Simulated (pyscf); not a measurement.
Optimised with ωB97X-D3(BJ)/def2-SVP in PySCF.

Problem. For the elementary gas-phase step `[NH2][Ti]([OH])([Cl])[Cl]` → `[O]=[Ti]([Cl])[Cl]` + `[NH3]` (singlet surface; H–O, N–Ti broken, H–N formed), what barrier and reaction energy does M06-2X/def2-TZVP give, measured from the reactant's lowest minimum found?

Solution. ΔE‡ = 1.38 eV, ΔE = +1.93 eV. ωB97M-D3(BJ)/def2-TZVP gives 1.33 eV and +1.64 eV. Zero-point energy shifts the barrier by -0.06 eV. It is an elimination, with an imaginary mode of 1638i cm⁻¹. On the reactant side the descent ends in a point that may be a rotor saddle (no frequency run), 0.09 eV over the lowest minimum found and 1.24 eV under the saddle at ωB97X-D3(BJ)/def2-TZVP. On the product side the descent ends in an adduct with a N–Ti contact, 2.02 eV under the separated species and 1.62 eV under the saddle at ωB97X-D3(BJ)/def2-TZVP. At M06-2X the saddle lies under the separated products, which points to a path from their complex (located at ωB97X-D3(BJ) alone), and parting the products costs more than the saddle. What is counted as broken (N–Ti) persists as a longer contact in the product adduct; parting that adduct is a step of its own. At the saddle there is also a short H–Ti contact that neither side keeps. One saddle was located; it need not be the lowest between these sides.
